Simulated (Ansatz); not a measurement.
**Forces on a displaced structure**

CH₅BO (SMILES BCO), singlet, displaced at random from a GFN2-xTB minimum.

| atom | x (Å) | y (Å) | z (Å) |
| --- | --- | --- | --- |
| B1 | -0.7031 | 0.5436 | -0.7088 |
| C2 | 0.3548 | 0.1957 | 0.4350 |
| O3 | 0.9621 | -1.1690 | 0.4289 |
| H4 | -1.1511 | -0.1702 | -1.4364 |
| H5 | -0.9793 | 1.7904 | -0.7535 |
| H6 | -0.1473 | 0.3129 | 1.4371 |
| H7 | 1.0623 | 0.7871 | 0.7049 |
| H8 | 0.1254 | -1.7354 | 0.2613 |

Computed with Ansatz 0.2.0 (basis: def2-TZVPP); correlated methods freeze the cores.

CCSD(T) forces from the calculation:
```json
{"atom": "B1", "Fx": "1.862", "Fy": "3.564", "Fz (eV/Å)": "2.205"}
{"atom": "C2", "Fx": "-4.621", "Fy": "-5.135", "Fz (eV/Å)": "-0.461"}
{"atom": "O3", "Fx": "-3.094", "Fy": "-0.237", "Fz (eV/Å)": "-0.672"}
{"atom": "H4", "Fx": "-0.924", "Fy": "-1.611", "Fz (eV/Å)": "-1.281"}
{"atom": "H5", "Fx": "0.056", "Fy": "-1.570", "Fz (eV/Å)": "-0.022"}
{"atom": "H6", "Fx": "-0.798", "Fy": "-0.321", "Fz (eV/Å)": "-0.602"}
{"atom": "H7", "Fx": "5.099", "Fy": "4.267", "Fz (eV/Å)": "0.404"}
{"atom": "H8", "Fx": "2.420", "Fy": "1.043", "Fz (eV/Å)": "0.430"}
```

Root-mean-square difference of the force components from those of CCSD(T): PBE0-D4 0.148; wB97M-V 0.084; r2SCAN-D4 0.135; PBE-D4 0.261; CAM-B3LYP-D4 0.106; r2SCAN0-D4 0.172 eV/Å.

T1 diagnostic: at most 0.012. These are differences at one structure, and CCSD(T) in triple zeta is itself an approximation.

For scale, one of the runs: CCSD(T)/def2-TZVPP forces, 163 basis functions (an equivalent command: `ansatz run in.yaml --threads 4`). Hardware: 4 CPU threads, shared host. Wall time 53 s; peak host memory 2.5 GiB.
